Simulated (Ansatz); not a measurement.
What does this script print? It uses Ansatz 0.2.0 through its Python package.

Script `cas_ho.py`:
```python
# -*- coding: utf-8 -*-
"""Static correlation in HO(-): natural occupations of an active space."""

from dataclasses import dataclass

import ansatz as az
from ase import Atoms


@dataclass
class Options:
    basis: str = "6-31G*"
    net_charge: int = -1


settings = Options()


def main():
    atoms = Atoms(["O", "H"], positions=[
        (0.41858, -0.13401, 0.21595),
        (-0.41858, 0.13401, -0.21595),
    ])
    mol = az.Crystal.molecule_from_ase(atoms)

    setup = (
        mol.calculation()
        .basis(gaussian=settings.basis)
        .charge(settings.net_charge)
        .correlation(active_electrons=2, active_orbitals=2)
    )
    for method in ["sc_nevpt2"]:
        summary = (setup if method is None else setup.correlation(method)).run(threads=1, pin="off").report
        space = summary["configurations"]
        state = space["states"][0]
        print(method or "casscf", f"total {summary['free_energy_ev'] / 27.211386246:.6f} Ha, active-space state {state['energy']['hartree']:.6f} Ha, mean field {summary['reference_energy_ev'] / 27.211386246:.6f} Ha")
        print("  determinants", state["n_determinants"], " natural occupations", [round(n, 3) for n in space["natural_occupations"]])


if __name__ == "__main__":
    main()
```

```console
$ python cas_ho.py
sc_nevpt2 total -75.514855 Ha, active-space state -75.349490 Ha, mean field -75.326351 Ha
  determinants 4  natural occupations [1.972, 0.028]
```

Reading the output:
- Total energies depend on the basis set; only differences at equal settings carry meaning.
- The geometry is a force-field or estimated start, not a minimum of this method, and the basis set is short of its limit. The active space starts as a window about the frontier orbitals and is then optimised, not chosen by chemistry.
- Anions want diffuse functions, which this basis lacks.
- Wall time of the script: 1 s on 1 thread of Arm Neoverse N1 (shared host), peak memory 0.14 GiB.
